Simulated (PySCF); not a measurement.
## Nitrogen: a sound run and one with changed settings

Sound run: N [He] 2s2 2p3, N⁺ [He] 2s2 2p2. Computed with PySCF 2.14 in pcseg-2 (4s3p2d1f, 30 functions), with the non-relativistic Hamiltonian (point nucleus). In the sound run the correlated levels freeze 1s2. The sound run starts from symmetry-adapted Hartree-Fock orbitals and uses a fine grid where one is needed.

A second run was set up differently.

```
species   method  sound run (hartree)  changed run (hartree)  converged
      N      MP2            -54.49174              -54.49625        yes
      N  CCSD(T)            -54.50967              -54.51404        yes
     N⁺      MP2            -53.95681              -53.96101        yes
     N⁺  CCSD(T)            -53.97933              -53.98332        yes
```

Ionisation energy of N:

| method | sound run (eV) | changed run (eV) |
| --- | --- | --- |
| UHF | 13.896 | 13.896 |
| MP2 | 14.556 | 14.565 |
| SCS-MP2 | 14.305 | 14.311 |
| CCSD | 14.415 | 14.425 |
| CCSD(T) | 14.431 | 14.441 |

Task: What was changed?
A. level shift left on
B. a valence shell is frozen
C. all electrons correlated in a valence basis
D. basis contracted for another Hamiltonian

Result: C. A valence basis has no tight correlating functions, so it recovers only part of the core correlation, and not evenly between atom and ion.
